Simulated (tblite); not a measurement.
Species: 2,3-dimethylbutane, C6H14.
SMILES with atom numbers: `[CH3:1][CH:2]([CH3:3])[CH:4]([CH3:5])[CH3:6]` (hydrogens: H7, H8, H9 on C1; H10 on C2; H11, H12, H13 on C3; H14 on C4; H15, H16, H17 on C5; H18, H19, H20 on C6)

Computed with GFN2-xTB (tblite), gas phase: nudged elastic band of 9 images (0 to 8), spring 0.2 eV/Å², climbing image at the end, force threshold 0.05 eV/Å. The top image wasn't refined or checked by frequencies; at this threshold it can lie a kcal/mol or more above the true saddle point of the method.

The band describes a rotation about C2–C4 (sp3 CH carbon, sp3 CH carbon), followed by the dihedral C3–C2–C4–C5, from the optimised start (68°) to a second optimised geometry at -174°.

Q: How does the energy change from image to image?

A: 
```
image  dihedral (°)  E (kcal/mol)  C2–C4 (Å)  C3···C5 (Å)  largest true force (eV/Å)
    0            68          0.00      1.542         3.14                       0.01
    1            82          0.27      1.544         3.28                       0.05
    2            97          1.42      1.550         3.44                       0.05
    3           112          2.52      1.554         3.59                       0.05
    4           126          2.65      1.554         3.71                       0.04
    5           142          1.70      1.550         3.80                       0.04
    6           157          0.67      1.545         3.86                       0.04
    7           172          0.39      1.542         3.90                       0.05
    8          -174          0.04      1.541         3.90                       0.01
```

Barriers of this band. The top is image 4 at 126°: 2.6 kcal/mol in either direction, as the ends lie within 0.002 eV of each other. The central bond is 0.012 Å longer at the top than at the start.

Q: What rate follows at 298 K for crossing this barrier forward?

A: Taking the electronic barrier for the free energy of activation (no zero-point or entropy terms, transmission 1), rate = (kT/h)·exp(−ΔE/kT) ≈ 7 × 10^10 s⁻¹, whose inverse is 1 × 10^-11 s. An error of 1 kcal/mol in the barrier changes this by a factor of 5, and the method and the loose band can each miss by that much or more.

Q: How long is the path, and how are the images spaced?

A: Cartesian distances between aligned neighbours (all atoms, Å): 0.90, 0.90, 0.89, 0.86, 0.93, 0.90, 0.98, 1.05; the sum is 7.40 Å, and the top lies 48 % of the way along.

The cost below is that of the whole band run. Cost: about 7 s of CPU time on one thread; the machine was shared, so the figure is rough.
